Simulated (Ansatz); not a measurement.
# What each rung costs, and what it gives

Saddle point of SiH₅ClO, closed shell (SiH₄O ([OH][SiH3]) + HCl → SiH₃Cl ([SiH3][Cl]) + H₂O; bonds formed: Si1–Cl7, O2–H6; bonds broken: Si1–O2, H6–Cl7), PBE0-D4/def2-TZVP structure:

```
atom    x (Å)    y (Å)    z (Å)
 Si1  -0.4846  -0.1996  -0.5269
  O2   0.7311  -0.3005   0.8735
  H3  -1.0524  -1.4981  -0.0093
  H4   0.0480  -0.5704  -1.8493
  H5  -1.6483   0.7028  -0.4149
  H6   1.1297   0.6280   0.8293
 Cl7   0.8640   1.8321  -0.6384
  H8   0.4124  -0.5943   1.7360
```

Barriers are electronic and count from the start structure reached by relaxing down the imaginary mode.

Computed with Ansatz 0.2.0 (basis: as named in each row); correlated methods freeze the cores. B3LYP uses VWN-RPA correlation. Extrapolation: Hartree–Fock as exp(−7.88 √X), correlation as X^−2.97.

Times are rough, for one single point on 2 threads of a shared host (Arm Neoverse V2).

The estimate by CCSD(T) at an estimated basis limit (MP2 extrapolated from triple and quadruple zeta, plus CCSD(T) − MP2 in triple zeta) is 22.54 kcal/mol.

| method | basis | time (s) | barrier (kcal/mol) | method less estimate |
| --- | --- | --- | --- | --- |
| HF | STO-3G | under 1 | 9.40 | -13.13 |
| PBE-D4 | STO-3G | under 1 | -5.65 | -28.19 |
| SPW92 | def2-SVP | under 1 | 10.39 | -12.15 |
| B3LYP-D4 | 6-31G | under 1 | 13.53 | -9.01 |
| PBE-D4 | def2-SVP | under 1 | 16.22 | -6.32 |
| PBE0-D4 | def2-SVP | under 1 | 17.98 | -4.56 |
| SPW92 | def2-TZVPP | under 1 | 12.60 | -9.94 |
| CCSD(T) | def2-SVP | 1 | 26.78 | 4.24 |
| PBE-D4 | def2-TZVPP | 2 | 18.01 | -4.53 |
| BLYP-D4 | def2-TZVPP | 2 | 22.16 | -0.38 |
| BHLYP-D4 | def2-TZVPP | 2 | 24.47 | 1.93 |
| PBE0-D4 | def2-TZVPP | 2 | 19.46 | -3.08 |
| B3LYP-D4 | def2-TZVPP | 2 | 22.95 | 0.41 |
| CAM-B3LYP-D4 | def2-TZVPP | 3 | 23.53 | 0.99 |
| RPA on PBE | def2-TZVPP | 4 | 25.56 | 3.02 |
| r2SCAN-D4 | def2-TZVPP | 4 | 19.77 | -2.76 |
| B2PLYP | def2-TZVPP | 4 | 24.12 | 1.58 |
| PBE-QIDH | def2-TZVPP | 4 | 21.40 | -1.14 |
| wB97M-V | def2-SVP | 4 | 18.78 | -3.76 |
| r2SCAN0-D4 | def2-TZVPP | 4 | 20.47 | -2.07 |
| wB97X-V | def2-TZVPP | 7 | 22.25 | -0.28 |
| B97M-V | def2-TZVPP | 8 | 21.94 | -0.60 |
| wB97M-V | def2-TZVPP | 8 | 20.69 | -1.84 |
| MP2 | def2-QZVPP | 13 | 22.25 | -0.29 |
| CCSD(T) | def2-TZVPP | 36 | 24.31 | 1.77 |

All methods are single points on the PBE0-D4 structures; a negative value means that the method puts the saddle structure below the start.

No T1 diagnostic of these runs exceeds 0.011.

Hydrogen chloride, the by-product of chloride precursors, can attack films and sites by steps of this kind.

Labels in which every atom is bracketed show which atoms are joined, not bond orders.
